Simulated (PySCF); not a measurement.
Simulated absorption spectrum

AlH3.
SMILES: `[H][Al]([H])[H]`

Method: TDDFT wB97X-D/def2-SVPD, vertical, gas phase, core orbitals frozen in the response in PySCF. Isolated species at its PBE0-D3(BJ)/def2-SVP geometry, gas phase.

Broadening: Gaussians 0.4 eV wide at half height, area fixed by f = 4.319×10⁻⁹ ∫ε dν̃. The cross-section is σ = 3.8235×10⁻²¹ ε cm², given in Mb (10⁻¹⁸ cm²). The width is an assumption, not a result. The curve ends short of the highest state used, and states not computed would add to its high-energy end.

| E (eV) | σ (Mb) |
| --- | --- |
| 4.77 | 0.00 |
| 4.90 | 0.00 |
| 5.04 | 0.00 |
| 5.17 | 0.00 |
| 5.31 | 0.00 |
| 5.45 | 0.00 |
| 5.58 | 0.00 |
| 5.72 | 0.00 |
| 5.86 | 0.00 |
| 5.99 | 0.00 |
| 6.13 | 0.00 |
| 6.27 | 0.00 |
| 6.40 | 0.00 |
| 6.54 | 0.00 |
| 6.67 | 0.00 |
| 6.81 | 0.00 |
| 6.95 | 0.00 |
| 7.08 | 0.00 |
| 7.22 | 0.00 |
| 7.36 | 0.00 |
| 7.49 | 0.00 |
| 7.63 | 0.05 |
| 7.76 | 0.72 |
| 7.90 | 6.69 |
| 8.04 | 31.72 |
| 8.17 | 73.23 |
| 8.31 | 93.69 |
| 8.45 | 60.86 |
| 8.58 | 22.36 |
| 8.72 | 4.44 |
| 8.86 | 3.97 |
| 8.99 | 18.76 |
| 9.13 | 76.31 |
| 9.26 | 206.69 |
| 9.40 | 395.18 |
| 9.54 | 427.96 |

Problem. Where are the band maxima, and which computed states make them?

Solution. 150 nm (8.29 eV), ε about 25000, made up of S3 (50%) and S4 (50%); 131 nm (9.49 eV), ε about 120000, made up of S10 (48%) and S11 (48%) (ε in L mol⁻¹ cm⁻¹; maxima over ε = 5, shares over 10%). The states used: S1 5.37 eV (f 0.0000); S2 5.37 eV (f 0.0000); S3 8.29 eV (f 0.183); S4 8.29 eV (f 0.183); S5 8.31 eV (f 0.0000); S6 8.63 eV (f 0.0005); S7 8.63 eV (f 0.0005); S8 9.09 eV (f 0.0000); S9 9.25 eV (f 0.177); S10 9.50 eV (f 0.833); S11 9.50 eV (f 0.833); S12 9.73 eV (f 0.0000); S13 9.73 eV (f 0.0000); S14 9.85 eV (f 0.0000); S15 10.14 eV (f 0.808).

Problem. Coming from long wavelengths, where does ε first pass 100 L mol⁻¹ cm⁻¹?

Solution. At about 160 nm (7.73 eV), 2.36 eV above S1.

Problem. What would ε be at 9.49 eV, the highest of these maxima, with half the width (0.2 eV)?

Solution. About 224000 L mol⁻¹ cm⁻¹ against 117000, a factor of about 1.9; a lone state at its own centre would give exactly 2.

All these states lie below the vertical ionisation energy of 11.31 eV (ΔSCF).
